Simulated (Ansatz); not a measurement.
# Ru3N2: from a trial structure to a relaxed crystal

The calculation used DFT PBE, scalar-relativistic, plane waves, PAW in Ansatz. Cutoff 420 eV, Γ-centred k mesh, Gaussian smearing, no spin polarisation in the final step.

The start puts Ru3N2 on the A-type sesquioxide structure type (P-3m1, No. 164), with N in place of La, Ru in place of O, at a guessed volume.

```
Ru N
1.0
     3.37565    0.00000    0.00000
    -1.68783    2.92340    0.00000
     0.00000    0.00000    5.25197
Ru N
3 2
Direct
  0.00000 0.00000 0.00000
  0.33333 0.66667 0.64500
  0.66667 0.33333 0.35500
  0.33333 0.66667 0.24500
  0.66667 0.33333 0.75500
```

Cell and atoms relax at zero pressure; the relaxation can't lower the symmetry of the start. After a coarse first stage the cell is made exact in the group found at 0.06 Å.

Formation energies are uncorrected and refer to the elements' standard structures at the same level (N₂ as a molecule).

Q: Which crystal results?

A: It keeps P-3m1 (No. 164). The result has the A-type sesquioxide structure. Conventional cell: a = 3.162 Å, c = 6.428 Å. Ru on Wyckoff site a (1 atom of the primitive cell) has 6 N at 2.23 Å; Ru on Wyckoff site d (2 atoms of the primitive cell) is coordinated by 3 N at 2.02 Å; N has 3 Ru at 2.02 Å and 3 Ru at 2.23 Å.

Space group P-3m1 (No. 164). a = 3.162 Å, b = 3.162 Å, c = 6.428 Å, α = 90.00°, β = 90.00°, γ = 120.00°
| atom | site | symmetry | x | y | z |
| --- | --- | --- | --- | --- | --- |
| Ru | 1a | -3m. | 0.0000 | 0.0000 | 0.0000 |
| Ru | 2d | 3m. | 0.3333 | 0.6667 | 0.6676 |
| N | 2d | 3m. | 0.3333 | 0.6667 | 0.1979 |

Q: What are its volume, energy, density and gap?

A: The volume per atom is 11.13 Å³. The density is 9.88 g/cm³. The energy over the elements is 0.73 eV/atom and the gap on the 12×12×6 mesh is 0 eV (a metal).

The final run used a 12×12×6 mesh on its 5-atom cell and 0.10 eV smearing. The k mesh leaves about 4 meV/atom of noise in metals. A structure relaxed within its symmetry needn't be a true minimum. The steps took of the order of 2.8 core-minutes in all.